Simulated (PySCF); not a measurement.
# C4H9P: the cost of one run

Computed with PySCF 2.14.0, with density-fitted response routines of our own, on a single molecule, in the gas phase or a continuum. Atoms count from 0, in the outputs and in this text.

### Step 1. Starting geometry

14 atoms, charge 0, multiplicity 1; geometry from: GFN2-xTB. The atoms were then displaced at random by about 0.01 Å, so the start is not that level's minimum.

Bonds of the start (Å): C0–C1 1.34, C1–P2 1.83, P2–C3 1.86, P2–C4 1.85, C0–H5 1.04, C0–H6 1.10, C1–H7 1.07, C3–H8 1.07, C3–H9 1.12, C3–H10 1.07, C4–H11 1.07, C4–H12 1.08, C4–H13 1.11.

### Step 2. Relaxing the molecule at PBE0-D3(BJ)/def2-SVP

The job: settings as JSON, then the geometry in Å.

```
{"job": {"xc": "PBE0", "basis": "def2-SVP", "d3": "d3bj", "grid": 1, "shake": 0.01, "kind": "geom"}, "charge": 0, "multiplicity": 1}
C      2.144460    -0.465370     0.018570
C      0.962940    -0.839400     0.521660
P     -0.459740     0.224100     0.964470
C     -0.225750     1.577640    -0.287110
C     -1.746860    -0.775880     0.093430
H      2.926310    -1.128030    -0.172200
H      2.327380     0.585660    -0.244740
H      0.840060    -1.868720     0.793410
H      0.530780     2.260750     0.042840
H     -1.194400     2.133170    -0.313410
H     -0.041420     1.164720    -1.258890
H     -1.468650    -0.952420    -0.928340
H     -1.899820    -1.708630     0.610410
H     -2.702450    -0.222680     0.152150
```

The run is started by

```
OMP_NUM_THREADS=1 python probes_run.py task.json out
```

One launch serves the whole session: the jobs run in the order shown.

**Question.** How long does this first job take on 1 thread of Arm Neoverse N1, shared host, and how much memory does it need?

About 71 s, with a peak of 0.51 GiB.
